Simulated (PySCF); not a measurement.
Compound: C4H7N2 (doublet state).
Cartesian coordinates in Å at the GFN2-xTB level; atoms count from 1:
```xyz
13
C4H7N2 angstrom
N      2.1254   -1.0707    1.6914
C      1.7800   -0.4215    0.8162
C      1.3123    0.3985   -0.2730
C     -0.1917    0.6679   -0.1404
C     -1.0126   -0.6253   -0.2209
N     -2.3853   -0.5398   -0.0245
H      1.8700    1.3392   -0.2601
H      1.5274   -0.1162   -1.2143
H     -0.5054    1.3409   -0.9424
H     -0.3890    1.1632    0.8146
H     -0.8481   -1.1414   -1.1820
H     -0.6217   -1.3422    0.5310
H     -2.6657    0.3478    0.3868
```

The hyperfine couplings belong to this conformer and change with its torsions.

The species is `N#CCCC[NH]` [radical].

Method: UKS B3LYP, pcH-1 on C H N, non-relativistic, mean-field spin-orbit, GIAO in PySCF 2.14.0. The structure is a single GFN2-xTB conformer in the gas phase; no vibrational or solvent corrections. The geometry wasn't refined by DFT: couplings that depend on bond lengths, twists or pyramidal angles can differ widely from those at the functional's own minimum. Stability of the SCF solution: not tested.

Task: The isotropic 13C couplings are -37.6, +2.0, -1.3 MHz. Assign them to C3; C4; C5.

Result: 
```
site  a_iso (MHz)  ρ(0) (bohr⁻³)         position  distance from N6 (Å)  spin population  largest |T| (MHz)
  C3         -1.3        -0.0012  3 bonds from N6                  3.82             0.00                0.6
  C4         +2.0        +0.0018  2 bonds from N6                  2.51            +0.01                2.8
  C5        -37.6        -0.0335   1 bond from N6                  1.39            -0.08                5.2
```

ρ(0) is the spin density at the nucleus and T the dipolar tensor; entries for several nuclei are means. The Mulliken spin populations are largest on N6 (+0.96), H12 (+0.09) and C5 (-0.08). N6 is the only atom above +0.15. The positive populations add up to 1.11 and the negative ones to -0.11, together 2S = 1.

The spin density at the nucleus, in bohr⁻³, is negative for C5 (-0.0335), H13 (-0.0133) and C3 (-0.0012), for instance. A restricted open-shell determinant has no negative spin density anywhere; here it arises because α and β orbitals differ (spin polarisation).

Nuclei that the bonding pattern makes equivalent are averaged, as if the motion that swaps them (rotation, inversion, ring flip) were fast. The 1H value of +162.1 MHz is a mean of couplings from 108.8 to 215.4 MHz in this one geometry, not an average over conformers.
